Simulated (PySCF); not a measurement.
**Worked example for 2-butanone: proton affinity at atom O5**

Structure: `CCC(C)=O` (C4H8O). Optimised structure (Å), atoms numbered from 1:
```
C    -1.8465   -0.1395    0.7484
C    -0.4099   -0.5464    0.4919
C     0.4787    0.6064    0.0701
C     1.8889    0.2547   -0.3393
O     0.0778    1.7453    0.0563
H    -2.4483   -0.9967    1.0832
H    -1.8980    0.6453    1.5161
H    -2.3069    0.2724   -0.1614
H    -0.3367   -1.3358   -0.2773
H     0.0488   -0.9924    1.3937
H     2.3626   -0.4196    0.3904
H     1.8685   -0.2790   -1.3036
H     2.4820    1.1710   -0.4503
```

Computed at ωB97X-D3(BJ)/def2-TZVP // PBE0-D3(BJ)/def2-SVP with PySCF (density fitting, grid level 2). Thermal corrections: PBE0-D3(BJ)/def2-SVP frequencies, unscaled, ideal gas at 298.15 K and 1 bar, quasi-RRHO entropy.

Step: `CCC(C)=[OH+]` → `CCC(C)=O` + H⁺.

| species | charge | multiplicity | E / Eh |
| --- | --- | --- | --- |
| `CCC(C)=[OH+]` | 1 | 1 | -232.990936 |
| `CCC(C)=O` | 0 | 1 | -232.659949 |

Thermal terms, products less reactant: Δ(H − E) = -26.37 kJ/mol, Δ(G − E) = -58.99 kJ/mol (the bare proton has no electronic energy, H = 5/2 RT). 1 Eh = 2625.50 kJ/mol.

What are ΔE, ΔH and ΔG of this step?

ΔE = 0.330987 Eh = 869.01 kJ/mol; ΔH = 842.6 kJ/mol; ΔG = 810.0 kJ/mol, all in the gas phase at 298.15 K and 1 bar. The digits show the arithmetic; the method itself can be off by 10 kJ/mol or more.
